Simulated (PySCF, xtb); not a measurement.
Relative energy of two isomers of FH2NSi

Structure I: `[H]/N=[SiH]/F`, a singlet. Structure II: `[H]/N=[SiH]\F`, a singlet. Both are isolated molecules in the gas phase, relaxed with PBE0-D3(BJ)/pcseg-1.

I (Å):

```xyz
5

F    -1.2541    0.3692    0.9385
N     1.1663   -0.1262   -0.2661
Si   -0.2296   -0.6587    0.2382
H    -0.9364   -1.9610    0.2539
H     1.8898   -0.6700   -0.7202
```

II (Å):

```xyz
5

F    -1.7149   -0.7827    0.2179
N     0.3185   -0.8836    2.3052
Si   -0.2512   -0.5489    0.8762
H    -0.1357   -1.3180    3.0992
H     0.5790    0.0921   -0.1530
```

Question: Estimate which is lower in electronic energy at CCSD(T)/def2-TZVP, and by roughly how much.

Answer: The CCSD(T)/def2-TZVP calculation puts structure II lower, by 11.2 kJ/mol.

Level by level:

```tsv
level	geometry	E(II) − E(I) (kJ/mol)	departure from the last row (kJ/mol)	job, with rough time for the two
GFN2-xTB	GFN2-xTB	+10.8	+21.9	optimisation, 0.49 s
HF/STO-3G	GFN2-xTB	−3.8	+7.3	single point, 4.4 s
r2SCAN-D4/def2-SVP	GFN2-xTB	−14.5	−3.3	single point, 19 s
PBE0-D3(BJ)/pcseg-1	PBE0-D3(BJ)/pcseg-1	−13.9	−2.8	optimisation, 96 s
HF/def2-TZVP	PBE0-D3(BJ)/pcseg-1	−8.7	+2.5	part of the CCSD(T) run
MP2/def2-TZVP	PBE0-D3(BJ)/pcseg-1	−11.6	−0.5	part of the CCSD(T) run
CCSD(T)/def2-TZVP	PBE0-D3(BJ)/pcseg-1	−11.2		single point, 2.2 min
```

As drawn, both hold the same kinds of bond in the same numbers.

GFN2-xTB puts the two in the other order. The largest departure from CCSD(T)/def2-TZVP is that of GFN2-xTB, 21.9 kJ/mol.

With thermal terms from frequencies at re-optimised GFN2-xTB minima (ideal gas, soft modes damped towards free rotors, one conformer each, 1000 K, 1 atm): the zero-point term adds −1.2 kJ/mol; ΔH is −11.9 and ΔG −12.7 kJ/mol.

The correlated steps freeze 7 core orbitals. Programs: PySCF 2.14.0, xtb 6.7.1; the last row on 2 threads of AMD EPYC (Zen 3) on a shared host.
